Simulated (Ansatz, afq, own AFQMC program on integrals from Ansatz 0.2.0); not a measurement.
AlNH3, doublet → AlNH3, quartet

```xyz
5

Al    0.0000   -0.1040    0.6488
N     0.0000    0.0875   -1.1147
H     0.0000    1.2565    1.4988
H     0.0000    0.9771   -1.5913
H     0.0000   -0.6657   -1.7833
```

Connectivity, by distances: AlH–NH2.

E(quartet, charge +0) − E(doublet, charge +0) at this geometry, on UHF and UHF determinants.

Basis cc-pVDZ. Noble-gas cores (and the filled d shells of Ga–Kr and In–Xe) are frozen. Ansatz 0.2.0 and our own AFQMC program on the same integrals; the CISD trial comes from CCSD amplitudes, and released means the phaseless constraint is let go. Uncertainties: one standard error, sampling alone. The errors of all members are added in quadrature.

No full CI on the walks' own integrals is used here; CCSDT(Q) serves as the reference and is uncertain by about the last step of the cluster series. Each member takes its own surest rung, up to full CI.

Errors are counted within cc-pVDZ, not against nature.

Cautions: AlNH₃ (doublet): the released energies move by 1.5 errors or more from one time to the next, so no released level is given (meV from the phaseless value at times in 1/Eh: 1 ± 4 at 0.24, -7 ± 4 at 0.51, -6.7 ± 2.1 at 0.99, 3 ± 3 at 1.62, -4 ± 4 at 2.40), though the last usable value meets CCSDT(Q) within the noise; AlNH₃ (quartet): another spin lies lower, the released energies are still falling, so no released level is given (meV from the phaseless value at times in 1/Eh: -1.9 ± 1.9 at 0.24, -1.9 ± 1.8 at 0.51, -4.0 ± 1.8 at 0.99, -6.9 ± 2.2 at 1.62, -9 ± 3 at 2.40), though the last usable value meets CCSDT(Q) within the noise; the upper state may be diffuse, so the gap hangs on the basis; core correlation is missing, and it shifts such a gap most where an s electron is promoted.

Reference (CCSDT(Q)): 4.747 eV.

```csv
level,vertical spin gap (eV),error against CCSDT(Q) (eV)
HF,3.726,-1.021
MP2,4.916,0.170
CCSD,4.682,-0.065
CCSD(T),4.740,-0.007
CCSDT,4.737,-0.009
ph-AFQMC/HF,4.784 ± 0.033,0.037 ± 0.033
ph-AFQMC/CISD,4.750 ± 0.006,0.003 ± 0.006
```

Correlation beyond CCSD(T) adds 0.007 eV. The perturbative (T) step is worth +0.058 eV.

A walk keeps the symmetry of its determinant, which the program's search chose and which needn't be the lowest solution, so a lower state of the same spin and another symmetry isn't excluded.
